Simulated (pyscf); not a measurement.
Structures and frequencies: ωB97X-D3(BJ)/def2-SVP in PySCF.

SMILES: C(F)(Cl)(F)C(Cl)(Cl)Cl
```xyz
8

F      0.6399    -0.5557    -1.0942
C      0.1062     0.2494    -0.1756
F      1.0958     0.8949     0.4411
Cl    -0.9560     1.4121    -0.9580
C     -0.6650    -0.6190     0.8737
Cl     0.4908    -1.7426     1.5952
Cl    -1.9430    -1.5124     0.0581
Cl    -1.3362     0.4323     2.1149
```
Charge 0, spin multiplicity 1.

Question: How much does it cost (ΔH, 298 K, ωB97M-D3(BJ)/def2-TZVP) to split F–C(F)(Cl)–C(Cl)(Cl)–Cl at its C–Cl bond into F–C•(F)–C(Cl)(Cl)–Cl + Cl•?

Answer: C–Cl to F–C•(F)–C(Cl)(Cl)–Cl + Cl•: 3.61 eV. The 7 functionals that were run give +3.36 (B3LYP-D3(BJ)) to +3.62 eV (M06-2X). Other isomers of F–C•(F)–C(Cl)(Cl)–Cl were not searched in full and may lie lower. Left out: the spin-orbit lowering of Cl.
